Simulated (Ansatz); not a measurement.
# Rhenium, hcp: convergence with Gaussian smearing

Computed with Ansatz, LDA, scalar-relativistic PAW, on the relaxed cell (a = 2.739 Å, c = 4.412 Å (c/a = 1.611); spin not included). Errors count from a run at 420 eV on a Γ-centred 22×22×12 mesh with Fermi-Dirac smearing of 0.1 eV, extrapolated to zero width. Fixed here: cutoff 420 eV, mesh 13×13×7. The SCF starts from atomic densities corrected by a trained network.

```
width (eV)  E(σ→0) error (meV/atom)  F error (meV/atom)  P (GPa)  SCF iterations
      0.01                     -0.9                -0.9    -0.33               6
      0.03                     -0.9                -1.1    -0.32               6
       0.1                     -1.0                -2.9    -0.23               6
       0.3                     -0.2               -17.6     0.08               6
       0.6                      2.8               -73.1     0.91               6
       1.0                      3.2              -208.9     2.71               6
```

What does the run at 0.2 give (width)?

E(σ→0) error (meV/atom): -1.0; F error (meV/atom): -8.2; P (GPa): -0.10; SCF iterations: 6.
